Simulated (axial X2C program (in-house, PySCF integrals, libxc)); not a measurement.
Worked dissociation energy of CCl: CCSD, scalar-relativistic

All values were computed with an axial X2C code built on PySCF integrals. Spin-free means the one-electron spin-free X2C Hamiltonian. Basis: Cl dyall-av3z [9s8p3d2f], C dyall-v3z [7s6p2d1f] (cores contracted in-house); Gaussian nuclei, density fitting, unrestricted open shells. Masses: Cl 34.969 u, C 12.000 u.

Molecular state: M_S = 1/2, Λ = 1 (beyond evenly filled blocks: π+α).

Correlated methods: 11 electrons correlated (number of frozen shells: Cl 2 s, 1 p; C 1 s), 171 virtual spin orbitals or spinors in MP2, 90 natural virtuals in coupled cluster.

```
E(Cl) (2M_S = 1, M_L = 0) : -461.089754 hartree
E(C) (2M_S = 2, M_L = 0)  : -37.797327 hartree
E(CCl) at Re              : -499.025642 hartree
ωe                        : 877.0 cm⁻¹
ωexe                      : 5.49 cm⁻¹
```

**Question.** Work out De and D0.

**Answer.** De = -461.089754 + (-37.797327) − (-499.025642) = 0.13856 hartree = 3.770 eV. The zero-point energy is ωe/2 − ωexe/4 = 437 cm⁻¹ = 0.054 eV, so D0 = 3.716 eV.

Occupations by symmetry block were frozen at the best pattern of an incomplete PBE0 search. De is counted from the lowest determinant-based energies of the atoms at the same level, without counterpoise correction. CCSD ran in a truncated set of natural virtual spinors with an MP2 remainder; without triples it tends to underbind.

Each atomic determinant is the lowest at this level and need not be a pure term. Totals compare only within one Hamiltonian and basis.
